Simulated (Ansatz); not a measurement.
Molecule: BCl₃ (charge 0, singlet). SMILES: ClB(Cl)Cl
Geometry: optimised at B3LYP-D3(BJ)/def2-TZVP (Ansatz, a first-principles code).

Quantity: vertical electron affinity (to the doublet state of charge -1; a negative value means that the extra electron is unbound and the number depends on the basis; each state is the SCF solution reached for its spin; the molecule has degenerate orbitals, so one determinant may break the symmetry), in eV. Cores are frozen in the correlated levels unless marked. Open shells are spin-unrestricted. Spin-orbit coupling is left out. No relativistic terms. Anions need diffuse functions: aug- sets have them; def2-D sets add few. CBS marks a two-point X^-3 extrapolation of the correlation energy; Hartree-Fock from the larger set. The bracket is a focal-point correction in the basis named.

```
level                                                                      program  vertical electron affinity (eV)
-------------------------------------------------------------------------  -------  -------------------------------
SVWN5/def2-TZVPD                                                            Ansatz                             0.06
PBE/def2-TZVPD                                                              Ansatz                            -0.04
PBE0/def2-TZVPD                                                             Ansatz                            -0.01
BHLYP/def2-TZVPD                                                            Ansatz                                …
wB97X-V/def2-TZVPD                                                          Ansatz                                …
wB97X/def2-TZVPD                                                            Ansatz                            -0.10
B2PLYP/def2-TZVPD                                                           Ansatz                                …
SCS-MP2/aug-cc-pV(D+d)Z                                                     Ansatz                            -0.56
SCS-MP2/aug-cc-pV(T+d)Z                                                     Ansatz                            -0.42
CCSD/aug-cc-pV(T+d)Z                                                        Ansatz                            -0.28
RI-MP2/CBS(aug-cc-pV(T+d)Z,aug-cc-pV(Q+d)Z)+[CCSD(T)-MP2]/aug-cc-pV(T+d)Z   Ansatz                                …
```

Q: Fill in the missing entries.

A: 
- BHLYP/def2-TZVPD, vertical electron affinity (eV): -0.17
- wB97X-V/def2-TZVPD, vertical electron affinity (eV): -0.16
- B2PLYP/def2-TZVPD, vertical electron affinity (eV): -0.21
- RI-MP2/CBS(aug-cc-pV(T+d)Z,aug-cc-pV(Q+d)Z)+[CCSD(T)-MP2]/aug-cc-pV(T+d)Z, vertical electron affinity (eV): -0.15
